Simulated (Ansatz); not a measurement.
# An input for singlet AlSiH4O+

AlSiH4O+ has 7 atoms, charge +1, and is taken as a singlet. As SMILES of the parent species, `[AlH][O][SiH3]`. Geometry: relaxed at PBE0-D4/def2-TZVP. This is one conformer, not always the lowest. That shape belongs to the parent species and isn't relaxed for this state.

```xyz
7

Al   -1.6437   -1.5037   -0.2011
O    -0.4030   -0.3686   -0.0473
Si    0.8709    0.5674    0.3358
H    -2.5801   -1.3528   -1.5002
H     1.2044    1.4636   -0.8027
H     0.5549    1.4012    1.5262
H     2.0578   -0.2752    0.6435
```

Settings wanted:

```yaml
basis_set: aug-cc-pVDZ
core_potential: none
task: energy
method: CCSD(T)
dispersion: none
reference: RHF
accuracy: high
frozen_core_orbitals: 11
start_density: atoms
```

Problem. Write the Ansatz 0.2.0 input and the command.

Solution. This one ran through:

run.yaml:
```yaml
crystal:
  periodic: [false, false, false]
  atoms:
    - {symbol: Al, position_ang: [-1.643700, -1.503700, -0.201100]}
    - {symbol: O, position_ang: [-0.403000, -0.368600, -0.047300]}
    - {symbol: Si, position_ang: [0.870900, 0.567400, 0.335800]}
    - {symbol: H, position_ang: [-2.580100, -1.352800, -1.500200]}
    - {symbol: H, position_ang: [1.204400, 1.463600, -0.802700]}
    - {symbol: H, position_ang: [0.554900, 1.401200, 1.526200]}
    - {symbol: H, position_ang: [2.057800, -0.275200, 0.643500]}
basis:
  gaussian:
    orbitals: aug-cc-pVDZ
total_charge: 1
correlation:
  method: ccsd_t
  frozen_orbitals: {Al: 5, H: 0, O: 1, Si: 5}
accuracy: high
scf:
  omitted_lower_state_checks: [cluster_reference, increment]
```

```bash
$ ansatz run run.yaml --threads 1 --pin off --max-ram 3480MiB --events-out events.jsonl --progress --plain --runs-dir runs
```

Calculated total energy: -608.21483 Eh. The T1 diagnostic is large (0.021).
